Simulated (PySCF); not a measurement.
propene (C3H6), SMILES C=CC. Atoms are numbered in the order given.

```xyz
9

C     -0.1625     1.2306     0.0000
C      0.4564    -0.1356     0.0000
C     -0.2221    -1.2749     0.0000
H      0.1523     1.8006     0.8796
H      0.1523     1.8006    -0.8796
H     -1.2529     1.1705     0.0000
H      1.5446    -0.1709     0.0000
H     -1.3086    -1.2858     0.0000
H      0.2812    -2.2356     0.0000
```
Charge 0, spin multiplicity 1.

Coordinates come from a ωB97X-D3(BJ)/def2-TZVP optimisation.

Two levels are set side by side: PBE/pcJ-1 (PySCF) and B3LYP/pcJ-1 (PySCF). One-bond couplings, all four terms, same geometry. Isotopes: 13C, 1H. Differences are taken from unrounded values.

| quantity | B3LYP | PBE | PBE minus B3LYP |
|---|---|---|---|
| ¹J(C1,C2) (Hz) | 44.8 | 37.7 | -7.2 |
| ¹J(C2,C3) (Hz) | 81.3 | 72.8 | -8.6 |
| ¹J(C1,H4) (Hz) | 132.1 | 120.6 | -11.5 |
| ¹J(C1,H5) (Hz) | 132.1 | 120.6 | -11.5 |
| ¹J(C1,H6) (Hz) | 133.6 | 122.1 | -11.5 |
| ¹J(C2,H7) (Hz) | 158.7 | 145.6 | -13.1 |
| ¹J(C3,H8) (Hz) | 162.5 | 148.6 | -13.9 |
| ¹J(C3,H9) (Hz) | 166.3 | 152.4 | -14.0 |

Rough cost on one machine, each run with all the roots and properties that it gave: B3LYP against PBE about 3 times.
